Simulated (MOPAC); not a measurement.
MOPAC input (PM3):

```
PM3 PRECISE GNORM=0.05 LET XYZ UHF MS=0.5 GEO-OK AUX(PRECISION=9) THREADS=1
H5Si2

Si    0.01241810 1    0.02066246 1    1.21192572 1
Si   -0.00991521 1    0.04867099 1   -1.12060913 1
H    -1.20864940 1   -0.56547163 1    1.82210639 1
H     1.21762135 1   -0.61946299 1    1.79894031 1
H    -0.03689409 1   -1.31618260 1   -1.70716646 1
H    -1.21053620 1    0.78404316 1   -1.58393597 1
H     1.20341781 1    0.74640588 1   -1.60837640 1
```

Output:

```
 *******************************************************************************
 **                                                                           **
 **                              MOPAC v23.2.5                                **
 **                                                                           **
 *******************************************************************************
 ** MOPAC's Digital Object Identifier: https://doi.org/10.5281/zenodo.6511958 **
 **                                                                           **
 ** Please cite the open-source release paper for use of this MOPAC version:  **
 ** J. E. Moussa and J. J. P. Stewart (2026)                                  **
 ** MOPAC: An open-source semiempirical molecular orbital program             **
 ** J. Open Source Softw., 11(119), 8025, https://doi.org/10.21105/joss.08025 **
 *******************************************************************************

                              PM3 CALCULATION RESULTS

 *******************************************************************************
 *  PM3        - The PM3 Hamiltonian to be used
 *  GEO-OK     - OVERRIDE INTERATOMIC DISTANCE AND OTHER SAFETY CHECKS
 *  UHF        - UNRESTRICTED HARTREE-FOCK CALCULATION
 *  MS=        - IN MECI, MAGNETIC COMPONENT OF SPIN =  0.5
 *  LET        - OVERRIDE SOME SAFETY CHECKS
 *  PRECISE    - TIGHTER CRITERIA TO BE USED
 *  XYZ        - CARTESIAN COORDINATE SYSTEM TO BE USED
 *  GNORM      - EXIT WHEN GRADIENT NORM DROPS BELOW 0.050
 *  AUX        - OUTPUT AUXILIARY INFORMATION
 *******************************************************************************
PM3 PRECISE GNORM=0.05 LET XYZ UHF MS=0.5 GEO-OK AUX(PRECISION=9) THREADS=1
 H5Si2

   ATOM   CHEMICAL          X               Y               Z
  NUMBER   SYMBOL      (ANGSTROMS)     (ANGSTROMS)     (ANGSTROMS)

     1      Si          0.01241810  *   0.02066246  *   1.21192572  *
     2      Si         -0.00991521  *   0.04867099  *  -1.12060913  *
     3       H         -1.20864940  *  -0.56547163  *   1.82210639  *
     4       H          1.21762135  *  -0.61946299  *   1.79894031  *
     5       H         -0.03689409  *  -1.31618260  *  -1.70716646  *
     6       H         -1.21053620  *   0.78404316  *  -1.58393597  *
     7       H          1.20341781  *   0.74640588  *  -1.60837640  *

          CARTESIAN COORDINATES

    NO.       ATOM           X           Y           Z

     1        Si          0.0124      0.0207      1.2119
     2        Si         -0.0099      0.0487     -1.1206
     3         H         -1.2086     -0.5655      1.8221
     4         H          1.2176     -0.6195      1.7989
     5         H         -0.0369     -1.3162     -1.7072
     6         H         -1.2105      0.7840     -1.5839
     7         H          1.2034      0.7464     -1.6084

  H: (PM3): J. J. P. STEWART, J. COMP. CHEM. 10, 209 (1989).
 Si: (PM3): J. J. P. STEWART, J. COMP. CHEM. 10, 209 (1989).

           Empirical Formula: H5 Si2  =     7 atoms

      MOLECULAR POINT GROUP   :   Cs

          UHF CALCULATION, NO. OF ALPHA ELECTRONS =    7
                           NO. OF BETA  ELECTRONS =    6

          Geometry optimization using EF

          DIAGONAL MATRIX USED AS START HESSIAN

 CYCLE:     1  GRAD.:    13.273 HEAT:  45.39043
 CYCLE:     2  GRAD.:    20.934 HEAT:  45.49896
 CYCLE:     3  GRAD.:     3.914 HEAT:  45.13256
 CYCLE:     4  GRAD.:     2.537 HEAT:  45.10241
 CYCLE:     5  GRAD.:     1.049 HEAT:  45.08189
 CYCLE:     6  GRAD.:     0.561 HEAT:  45.07650
 CYCLE:     7  GRAD.:     0.415 HEAT:  45.07593
 CYCLE:     8  GRAD.:     0.278 HEAT:  45.07559
 CYCLE:     9  GRAD.:     0.080 HEAT:  45.07540
 CYCLE:    10  GRAD.:     0.047 HEAT:  45.07537

     GRADIENT =  0.04677 IS LESS THAN CUTOFF =  0.05000

 -------------------------------------------------------------------------------
 PM3 PRECISE GNORM=0.05 LET XYZ UHF MS=0.5 GEO-OK AUX(PRECISION=9) THREADS=1
 H5Si2

     GEOMETRY OPTIMISED USING EIGENVECTOR FOLLOWING (EF).
     SCF FIELD WAS ACHIEVED

                              PM3 CALCULATION
                                                       MOPAC v23.2.5 Linux

          FINAL HEAT OF FORMATION =         45.07537 KCAL/MOL =     188.59535 KJ/MOL

          COSMO AREA              =        117.05 SQUARE ANGSTROMS
          COSMO VOLUME            =        108.76 CUBIC ANGSTROMS

          GRADIENT NORM           =          0.04677          =       0.01768 PER ATOM
          IONIZATION POTENTIAL    =          8.152369 EV
          ALPHA SOMO LUMO (EV)    =         -8.152 -1.415
          BETA  SOMO LUMO (EV)    =        -10.004 -1.650
          NO. OF ALPHA ELECTRONS  =          7
          NO. OF BETA  ELECTRONS  =          6
          MOLECULAR WEIGHT        =         61.2105         POINT GROUP:  Cs

          MOLECULAR DIMENSIONS (Angstroms)

            Atom       Atom       Distance
            H     6    H     4     4.43580
            H     3    H     7     4.07999
            H     5   Si     1     2.28922

          SCF CALCULATIONS        =         11

   ATOM   CHEMICAL          X               Y               Z
  NUMBER   SYMBOL      (ANGSTROMS)     (ANGSTROMS)     (ANGSTROMS)

     1      Si          0.01213591  *   0.00002984  *   1.22778551  *
     2      Si         -0.01004125  *   0.05977254  *  -1.14273929  *
     3       H         -1.22241724  *  -0.53880840  *   1.84561887  *
     4       H          1.23339690  *  -0.59332873  *   1.82166568  *
     5       H         -0.03682774  *  -1.32872616  *  -1.67889873  *
     6       H         -1.22057682  *   0.78927902  *  -1.60510645  *
     7       H          1.21353931  *   0.75122834  *  -1.62861169  *

                             CARTESIAN COORDINATES

   1   Si        0.012135909     0.000029842     1.227785509
   2   Si       -0.010041246     0.059772544    -1.142739289
   3    H       -1.222417235    -0.538808400     1.845618872
   4    H        1.233396896    -0.593328734     1.821665681
   5    H       -0.036827743    -1.328726159    -1.678898733
   6    H       -1.220576823     0.789279022    -1.605106447
   7    H        1.213539312     0.751228342    -1.628611691

           Empirical Formula: H5 Si2  =     7 atoms

      MOLECULAR POINT GROUP   :   Cs

          ALPHA EIGENVALUES
 -16.45334 -14.98627 -12.91240 -12.28923 -11.11770 -10.32912  -8.15237  -1.41485
   0.83551   1.48554   1.76251   1.99902   2.36408

           BETA EIGENVALUES
 -16.32853 -14.89306 -12.83230 -11.95866 -11.12467 -10.00418  -1.64986  -0.87278
   0.96176   1.66869   1.83252   2.19154   2.59969

              NET ATOMIC CHARGES AND DIPOLE CONTRIBUTIONS

  ATOM NO.   TYPE          CHARGE      No. of ELECS.   s-Pop       p-Pop
    1         Si           0.222669        3.7773     1.14184     2.63549
    2         Si           0.332879        3.6671     0.96554     2.70158
    3          H          -0.118391        1.1184     1.11839
    4          H          -0.118374        1.1184     1.11837
    5          H          -0.109354        1.1094     1.10935
    6          H          -0.104772        1.1048     1.10477
    7          H          -0.104655        1.1047     1.10465
 DIPOLE           X         Y         Z       TOTAL
 POINT-CHG.     0.014     0.662    -0.091     0.669
 HYBRID        -0.024    -1.027    -0.176     1.043
 SUM           -0.010    -0.365    -0.267     0.452

          ATOMIC ORBITAL ELECTRON POPULATIONS

     Atom    s        px        py        pz
    1 Si   1.14184   0.86429   0.86975   0.90145
    2 Si   0.96554   0.88569   0.88001   0.93589
    3  H   1.11839
    4  H   1.11837
    5  H   1.10935
    6  H   1.10477
    7  H   1.10465

                    (SZ)    =    0.500000
                    (S**2)  =    0.780780

          ATOMIC ORBITAL SPIN POPULATIONS

    Atom   Total    s     px     py     pz
         Atomic
    1 Si  1.2001  0.203  0.094  0.735  0.168
    2 Si -0.1599 -0.028 -0.016 -0.041 -0.074
    3  H -0.0695 -0.070
    4  H -0.0695 -0.070
    5  H  0.0696  0.070
    6  H  0.0145  0.015
    7  H  0.0148  0.015

 **********************
 *                    *
 * JOB ENDED NORMALLY *
 *                    *
 **********************

 == MOPAC DONE ==
```

The geometry given is a B3LYP-D3(BJ)/def2-TZVP minimum.
